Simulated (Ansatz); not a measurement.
Relaxed structures of CH₅OSi (charge +1), singlet (PBE0-D4/def2-TZVP; forces vanish, vibrations not checked; lower isomers may exist, and structures with a doubtful reference or unclear bonds are left out; Å). Program: Ansatz 0.2.0. Basis: def2-TZVPP. Cores are frozen in the correlated methods.

(1) Rank them by CCSD(T) energy, lowest first, and give each one's height above the lowest. Links in brackets join atoms within 1.22 times the sum of their covalent radii (1.1 for two metals). (An estimate is asked for; the value comes from the calculation.)
A.
CH₅OSi ([CH2][SiH][OH2]), total charge +1
```
8
angstrom
O 0.3065 -0.8455 1.1375
C -0.0656 1.1392 -0.9638
Si -0.5682 -0.3361 -0.3610
H -1.4878 -1.4548 -0.5734
H -0.5735 1.5401 -1.8359
H 0.9298 -0.2564 1.5927
H 0.3945 -1.7635 1.4393
H 0.7257 1.7493 -0.5449
```
B.
CH₅OSi ([CH3][SiH][OH]), total charge +1
```
8
angstrom
O -1.4051 0.1171 -1.3826
C 0.6290 -0.2566 0.7998
Si -0.1106 0.5867 -0.6205
H -1.9651 -0.6494 -1.2147
H 0.4265 1.8143 -1.2174
H 0.6608 0.4427 1.6454
H 1.6702 -0.5059 0.5579
H 0.0916 -1.1603 1.0903
```
C.
CH₅OSi ([OH][CH][SiH3]), total charge +1
```
8
angstrom
O -1.2311 0.2080 -1.3120
C -0.2031 0.5721 -0.6869
Si 0.6081 -0.3122 0.8321
H -1.6467 -0.6115 -0.9746
H 0.2094 1.4926 -1.1156
H 0.5640 0.7474 1.8624
H 1.9618 -0.6148 0.3197
H -0.2625 -1.4816 1.0749
```

The T1 diagnostic stays at or below 0.018. The restricted Hartree–Fock reference is unstable towards an unrestricted one at one or more of these structures.

## Answers

(1) The calculation gives: B (0.0 kJ/mol), A (220.1 kJ/mol), C (245.6 kJ/mol). Heights count from the lowest.

For scale, one of the runs: CCSD(T)/def2-TZVPP, 174 basis functions, launched by `ansatz run in.yaml --threads 2 --pin off --events-out ev --progress --plain --max-ram 4352MiB`. The run took 8.5 s on 2 CPU threads of an AMD EPYC 9R45 (shared host), with 1.5 GiB of host memory at its peak.
